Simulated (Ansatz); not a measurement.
Atomisation energy: 9 cases among small inorganics of H, N, O, F and Cl, in kcal/mol, species as SMILES. Conventions: 6-31G* and kin with 6d, 5d where marked; LANL2DZ with its own core potentials from Na on; no dispersion term unless named; spin-orbit terms left out; atomisation electronic, to ground-state atoms; non-relativistic; UHF or UKS for open shells; 6-311+G** with 5d, 6d on Na to Ar in Ansatz (a program for electronic structure); frozen cores in correlated levels. CBS(X,Y): correlation extrapolated as X^-3; Hartree-Fock from the larger set (for Q and 5 zeta extrapolated as (X+1)exp(-9√X)). Ab initio and DFT rows: single points at B3LYP-D3(BJ) geometries (Ansatz).

Coupled cluster (Ansatz) is a level with limits of its own, used here on species with T1 under 0.025 (0.045 for open shells) and stable references: (a) CCSD(T)/CBS(aug-cc-pV(T+d)Z,aug-cc-pV(Q+d)Z); (b) CCSD(T)/CBS(def2-TZVPPD,def2-QZVPPD); (c) CCSD(T)/CBS(cc-pV(Q+d)Z,cc-pV(5+d)Z).

| species | atoms | coupled cluster | difference of PBE/6-31G* (Ansatz) | difference of HF/3-21G (Ansatz) | difference of HF/LANL2DZ (Ansatz) | difference of B3LYP/6-31G* (Ansatz) | difference of B3LYP/6-311+G** (Ansatz) | difference of PBE/def2-TZVPD (Ansatz) | difference of B3LYP/def2-TZVPD (Ansatz) |
|---|---|---|---|---|---|---|---|---|---|
| Cl (HCl) | 2 | 107.4 (c) | -5.9 | -46.8 | -46.0 | -7.5 | -4.0 | -1.1 | -2.6 |
| N#N [molecular nitrogen] | 2 | 227.0 (c) | 10.1 | -170.5 | -174.7 | -4.5 | -2.2 | 16.4 | 2.5 |
| F (HF) | 2 | 141.7 (c) | -10.7 | -67.1 | -60.6 | -13.5 | -3.9 | -0.4 | -3.4 |
| ClCl [molecular chlorine] | 2 | 59.5 (c) | -1.7 | -73.0 | -74.2 | -11.1 | -12.0 | 6.1 | -4.0 |
| FCl | 2 | 62.6 (c) | 6.0 | -73.5 | -84.9 | -5.7 | -10.3 | 9.3 | -2.3 |
| ClO (HOCl) | 3 | 166.0 (a) | 1.0 | -117.7 | -125.4 | -11.6 | -10.5 | 8.5 | -4.0 |
| O (H2O) | 3 | 232.8 (c) | -11.0 | -107.5 | -100.1 | -14.6 | -4.2 | 0.1 | -3.4 |
| N#[N+][O-] [nitrous oxide] | 3 | 268.9 (a) | 37.4 | -271.1 | -273.1 | 1.0 | -1.1 | 41.5 | 6.9 |
| OO (H2O2) | 4 | 268.7 (b) | 5.1 | -165.4 | -171.9 | -10.6 | -6.4 | 11.9 | -3.4 |

```
level                      cases  mean signed difference  mean absolute difference  median absolute difference  largest absolute difference
-------------------------  -----  ----------------------  ------------------------  --------------------------  ---------------------------
PBE/6-31G* (Ansatz)            9                    3.37                      9.88                        6.00                         37.4
HF/3-21G (Ansatz)              9                 -121.40                    121.40                      107.50                        271.1
HF/LANL2DZ (Ansatz)            9                 -123.43                    123.43                      100.10                        273.1
B3LYP/6-31G* (Ansatz)          9                   -8.68                      8.90                       10.60                         14.6
B3LYP/6-311+G** (Ansatz)       9                   -6.07                      6.07                        4.20                         12.0
PBE/def2-TZVPD (Ansatz)        9                   10.26                     10.59                        8.50                         41.5
B3LYP/def2-TZVPD (Ansatz)      9                   -1.52                      3.61                        3.40                          6.9
```

PBE/6-31G* lies above in 5 of 9 cases and within 2 kcal/mol in 2; mean signed difference 3.37 kcal/mol, mean absolute 9.88 kcal/mol (6.88 over the 5 cases of up to 2 atoms, 13.62 over the larger). These figures hold for the species listed.

How the rows were picked: cases drawn at random among the computed members of the class with clean coupled-cluster diagnostics. The batch they came from held 14 cases of this property in the class: 0 with a tabulated value, 11 with clean coupled cluster alone, 3 with neither, which enter no statistics. The levels are drawn from those run on every case listed, the commonest habits more often. No case is left out for the size of its miss. Left out are saddle points of the reference geometry, anions that the best level run finds unbound, excited spin states, species near biochemistry, 298 K rows of species without real B3LYP wavenumbers, cases with under five habitual levels, runs that failed or that the program found above a lower state of the same kind, table entries that another table contradicts, and a share of species set aside by lot.
